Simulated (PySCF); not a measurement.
## cyclohexane: full NMR table

```yaml
Formula: C6H12
SMILES: C1CCCCC1
Point_group_of_the_computed_structure: D3d
Degrees_of_unsaturation: 1
Carbon_signals: 1
Proton_signals: 1
```

Structure with atom numbers: `[CH2:1]1[CH2:2][CH2:3][CH2:4][CH2:5][CH2:6]1`; H(Xn) means a hydrogen on atom n.

[PySCF 2.14: PBE0-D3(BJ)/def2-TZVP structure; shielding tensors at B97-2/pcSseg-2 (GIAO); non-relativistic; rapidly exchanging positions averaged; no solvent model; one computed conformer]

Referencing at the same level of theory: $^{1}$H (31.64 ppm) and $^{13}$C (185.38 ppm) against TMS.

```tsv
carbon	δC, type	δH (multiplicity)	HMBC from (2–3 bonds)	span of the C tensor (ppm)
C1/C2/C3/C4/C5/C6	31.2, CH2	1.47 (s)	H(C1)/H(C2)/H(C3)/H(C4)/H(C5)/H(C6)	8
```

- Carbon types of the structure: 6 × CH2, which accounts for all hydrogens.
- δC 31.2: sp3 CH2 in a ring; a saturated carbon with 2 carbon neighbours and no heteroatom attached.
- δH 1.47: hydrogen on an sp3 CH2 in a ring; far from electronegative atoms and π systems.

Shifts are as computed. Against solution values, carbons near 30 ppm lie about +3 ppm off and those near 130 ppm about +7 ppm. Of 1309 compounds with measured shifts, 239 miss one by over three times the rms of a fit or turn the order of signals round; such compounds aren't used in these exercises.
